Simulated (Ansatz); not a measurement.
# FH5OSi: the cost of one run

Method: RKS PBE-D4/def2-SVP, in Ansatz 0.2.0.

## Step 1: The structure to begin with

Bond lengths: Si1–O2 2.030 Å, O2–H3 1.010 Å, Si1–H4 1.460 Å, Si1–H5 1.459 Å, Si1–H6 1.459 Å, Si1–F7 1.890 Å. Angles: Si1–O2–H3 109.5°, O2–Si1–H4 109.5°, O2–Si1–H5 109.5°, O2–Si1–H6 109.5°, O2–Si1–F7 71.6°, H4–Si1–H5 109.5°, H4–Si1–H6 109.5°, H4–Si1–F7 67.2°, H5–Si1–H6 109.5°, H5–Si1–F7 176.6°, H6–Si1–F7 72.8°.

As a file:

```xyz
8

Si    0.0000    0.0000    0.0000
O     0.0000    0.0000    2.0300
H    -0.9095   -0.2814    2.3671
H     1.3768    0.0000   -0.4862
H    -0.6877    1.1914   -0.4862
H    -0.6877   -1.1914   -0.4862
F     0.9864   -1.4980    0.5960
H     0.6626   -1.0062    1.6424
```

## Step 2: Pulling towards end A

Springs on the bonds that form and break draw the guess towards this end; the thresholds are loose.

The input, input.yaml:

```yaml
crystal:
  periodic: [false, false, false]
  atoms:
    - { symbol: Si, position_ang: [0.0, 0.0, 0.0] }
    - { symbol: O, position_ang: [0.0, 0.0, 2.03] }
    - { symbol: H, position_ang: [-0.9095, -0.2814, 2.3671] }
    - { symbol: H, position_ang: [1.3768, 0.0, -0.4862] }
    - { symbol: H, position_ang: [-0.6877, 1.1914, -0.4862] }
    - { symbol: H, position_ang: [-0.6877, -1.1914, -0.4862] }
    - { symbol: F, position_ang: [0.9864, -1.498, 0.596] }
    - { symbol: H, position_ang: [0.6626, -1.0062, 1.6424] }
basis:
  gaussian: { orbitals: def2-SVP }
hamiltonian:
  xc: pbe
  dispersion: d4
relax:
  f_tol: 0.15
  max_steps: 25
  restrain:
    - { distance: [0, 6], at: 2.79, k: 30.0 }
    - { distance: [7, 1], at: 2.21, k: 30.0 }
    - { distance: [0, 1], at: 1.68, k: 30.0 }
    - { distance: [7, 6], at: 0.92, k: 30.0 }
```

On the command line:

```
$ ansatz run input.yaml --threads 1 --pin off --max-ram 2048MiB --backend cpu --events-out ev --progress --plain --runs-dir out
```

What time and memory should one allow on 1 thread of Arm Neoverse V2, shared host?

About 13 s, with a peak of 0.13 GiB.
